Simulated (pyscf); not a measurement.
PySCF, gas phase, ωB97X-D3(BJ)/def2-SVP geometries.

Q: For the elementary gas-phase step `[GeH4]` + `[NH3]` -> `[NH2][GeH3]` + `[H][H]` (singlet surface; Ge–H, H–N broken, Ge–N, H–H formed), what barrier and reaction energy does ωB97M-D3(BJ)/def2-TZVP give, measured from the separated reactants?

A: ΔE‡ = 51.2 kcal/mol, ΔE = +6.6 kcal/mol. Zero-point energy shifts the barrier by -1.1 kcal/mol. It is a four-centre exchange, with an imaginary mode of 1368i cm⁻¹. This is the saddle that the search found; another between the same sides may lie lower. Elements up to Kr have no core potential and no relativistic terms here.
